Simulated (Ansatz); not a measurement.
**CH3O radical: functionals against CCSD(T) at one geometry**

The task here is to estimate one member of a computed series from the others.

Computed with Ansatz 0.2.0, Gaussian basis. Level: single points in def2-TZVPP.

Cores are frozen in the correlated methods. Orbitals are unrestricted.

### The system as given

SMILES `C[O]`, 5 atoms, charge 0, spin multiplicity 2.

Atoms are counted from 1 here; the program's logs count them from 0.

Bond lengths: C1–O2 1.358 Å, C1–H3 1.283 Å, C1–H4 1.187 Å, C1–H5 1.135 Å. Angles: O2–C1–H3 110.3°, O2–C1–H4 116.5°, O2–C1–H5 110.1°, H3–C1–H4 109.2°, H3–C1–H5 98.7°, H4–C1–H5 110.6°.

Geometry (Å):

| atom | x (Å) | y (Å) | z (Å) |
| --- | --- | --- | --- |
| C1 | 0.0145 | 0.0436 | -0.0358 |
| O2 | 1.0254 | -0.8257 | -0.2928 |
| H3 | -1.1085 | -0.5757 | -0.0097 |
| H4 | -0.0730 | 0.9821 | -0.7570 |
| H5 | 0.0520 | 0.3766 | 1.0489 |

Set-up of the first run:

Input file run/in.yaml:

```yaml
crystal:
  periodic: [false, false, false]
  atoms:
    - {symbol: C, position_ang: [0.014500, 0.043600, -0.035800]}
    - {symbol: O, position_ang: [1.025400, -0.825700, -0.292800]}
    - {symbol: H, position_ang: [-1.108500, -0.575700, -0.009700]}
    - {symbol: H, position_ang: [-0.073000, 0.982100, -0.757000]}
    - {symbol: H, position_ang: [0.052000, 0.376600, 1.048900]}
basis:
  gaussian: {orbitals: def2-TZVPP}
magnetization: {spin_polarized: true, initial_magnetization: 1}
correlation: {method: ccsd_t}
scf: {omitted_lower_state_checks: [cluster_reference]}
output: {forces: true}
```

No record of the launch command was kept for these runs.

Among the steps run: CCSD(T)/def2-TZVPP; PBE0-D4/def2-TZVPP; wB97M-V/def2-TZVPP; r2SCAN-D4/def2-TZVPP; PBE-D4/def2-TZVPP; r2SCAN0-D4/def2-TZVPP; LC-wPBE/def2-TZVPP.

One of the session's tables, all rows but one given; the rest of the session is left out.

| method | RMS force component (eV/Å) | angle to CCSD(T) forces (°) | dipole (D) |
| --- | --- | --- | --- |
| CCSD(T) | 1.269 | reference | 1.95 |
| PBE0-D4 | 1.226 | 12.4 | 2.03 |
| wB97M-V | 1.264 | 7.7 | 2.04 |
| r2SCAN-D4 | 1.169 | 12.8 | 2.02 |
| PBE-D4 | 1.024 | 18.6 | 2.11 |
| r2SCAN0-D4 | 1.317 | 10.2 | 1.98 |
| LC-wPBE | ? | ? | ? |

Q: Estimate the row for LC-wPBE from the others.

The run gave: RMS force component (eV/Å): 1.326; angle to CCSD(T) forces (°): 8.6; dipole (D): 2.09. In the column «RMS force component (eV/Å)» it is the highest.
